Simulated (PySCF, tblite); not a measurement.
Isomers of C4H7FN (doublet state), one GFN2-xTB conformer each. Single-point energies are computed at B3LYP/pcH-1 (PySCF, gas phase, no added dispersion term), electronic only. GFN2-xTB treats the open shell by occupation alone, and not every SCF solution was tested for stability.

| SMILES | GFN2-xTB relative energy (kcal/mol) |
| --- | --- |
| C=C(F)C[N]C | 0.0 |
| [NH]C[C@@H]1C[C@@H]1F | 7.9 |
| C=NC[CH]CF | 5.1 |
| [H]/[C]=C(/F)CNC | 18.9 |
| NC[C@@H]1[CH][C@@H]1F | 20.5 |
| C=NCC[CH]F | 3.6 |

Conformers: `[CH2:1]=[C:2]([F:3])[CH2:4][N:5][CH3:6]` (doublet state) with C1–C2–C4–N5 -7°, C2–C4–N5–C6 175°; `[NH:1][CH2:2][C@@H:3]1[CH2:4][C@@H:5]1[F:6]` (doublet state) with H–N1–C2–C3 3°, N1–C2–C3–C4 -87°; `[CH2:1]=[N:2][CH2:3][CH:4][CH2:5][F:6]` (doublet state) with C1–N2–C3–C4 -104°, N2–C3–C4–C5 -100°, C3–C4–C5–F6 -46°; `[H]/[C:1]=[C:2](/[F:3])[CH2:4][NH:5][CH3:6]` (doublet state) with C1–C2–C4–N5 -98°, C2–C4–N5–C6 -65°; `[NH2:1][CH2:2][C@@H:3]1[CH:4][C@@H:5]1[F:6]` (doublet state) with H–N1–C2–C3 175° and -67°, N1–C2–C3–C4 155°; `[CH2:1]=[N:2][CH2:3][CH2:4][CH:5][F:6]` (doublet state) with C1–N2–C3–C4 -117°, N2–C3–C4–C5 72°, C3–C4–C5–F6 80°.

Question: What does B3LYP/pcH-1 give for the same structures?

Answer: 
| SMILES | B3LYP/pcH-1 E (Eh) | B3LYP/pcH-1 (kcal/mol) | GFN2-xTB (kcal/mol) | point group |
| --- | --- | --- | --- | --- |
| C=C(F)C[N]C | -311.16456 | 0.0 | 0.0 | – |
| C=NCC[CH]F | -311.16056 | 2.5 | 3.6 | C1 |
| C=NC[CH]CF | -311.15666 | 5.0 | 5.1 | C1 |
| [NH]C[C@@H]1C[C@@H]1F | -311.14263 | 13.8 | 7.9 | C1 |
| NC[C@@H]1[CH][C@@H]1F | -311.13085 | 21.2 | 20.5 | C1 |
| [H]/[C]=C(/F)CNC | -311.12897 | 22.3 | 18.9 | C1 |

Both levels put the same isomer lowest; measured from each level's own lowest isomer, the values differ by up to 5.9 kcal/mol ([NH]C[C@@H]1C[C@@H]1F: 7.9 against 13.8). As drawn, the highest has an N–H bond, which the lowest lacks. Neighbours under 5.0 kcal/mol apart (C=C(F)C[N]C and C=NCC[CH]F; C=NCC[CH]F and C=NC[CH]CF; NC[C@@H]1[CH][C@@H]1F and [H]/[C]=C(/F)CNC) can change places with a better method, another conformer or zero-point energy.

Question: What happens when harmonic zero-point energies from GFN2-xTB frequencies are added?

Answer: 
```csv
SMILES,ZPE (kcal/mol),electronic (kcal/mol),with ZPE (kcal/mol)
C=C(F)C[N]C,62.2,0.0,0.0
C=NCC[CH]F,63.2,2.5,3.5
C=NC[CH]CF,62.5,5.0,5.3
[NH]C[C@@H]1C[C@@H]1F,63.8,13.8,15.3
NC[C@@H]1[CH][C@@H]1F,64.0,21.2,22.9
[H]/[C]=C(/F)CNC,63.8,22.3,23.9
```

The zero-point energies span 1.8 kcal/mol. The order is unchanged.
